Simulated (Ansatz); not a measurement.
# Worked example: correlation energy of AlGa, triplet

Geometry: that of the AlGa, singlet, kept fixed.

```xyz
2

Al    0.0000    0.0000    0.0000
Ga    0.0000    0.0000    3.0185
```

Basis cc-pVTZ; Ansatz 0.2.0. Only valence electrons are correlated (noble-gas cores and the filled d shells of p-block atoms frozen), which leaves 6 electrons in 58 orbitals. Prefix R: restricted or restricted open-shell reference. No spin–orbit coupling is included, and no scalar relativity.

Full CI is exact within this basis and frozen core; it isn't the basis-set limit.

Runs differ by some tens of microhartree through their thresholds and, for an open shell, their frozen cores, so steps under 0.03 kcal/mol mean nothing.

```json
{"level": "RHF", "total energy (hartree)": "-2165.160487"}
{"level": "RMP2", "total energy (hartree)": "-2165.253037"}
{"level": "RCCSD", "total energy (hartree)": "-2165.278366"}
{"level": "RCCSD(T)", "total energy (hartree)": "-2165.284294"}
{"level": "RCCSDT", "total energy (hartree)": "-2165.285903"}
{"level": "RCCSDT(Q)", "total energy (hartree)": "-2165.286238"}
{"level": "full CI", "total energy (hartree)": "-2165.286305"}
```

Problem. What is the correlation energy at full CI, and what share of it do RMP2 and RCCSDT recover?

Solution. E(corr) = -2165.286305 − (-2165.160487) = -0.125818 hartree = -3.424 eV. RMP2: -0.092550 / -0.125818 = 73.56 %. RCCSDT: -0.125416 / -0.125818 = 99.68 %.

Problem. By how many kcal/mol does RCCSD(T) miss full CI (1 hartree = 627.509 kcal/mol), and which steps make up the rest?

Solution. -2165.284294 − (-2165.286305) = 0.002011 hartree = 1.26 kcal/mol. Steps: RCCSDT − RCCSD(T) = -1.01, RCCSDT(Q) − RCCSDT = -0.21, full CI − RCCSDT(Q) = -0.04 kcal/mol. Differences between like states or geometries often cancel part of this.
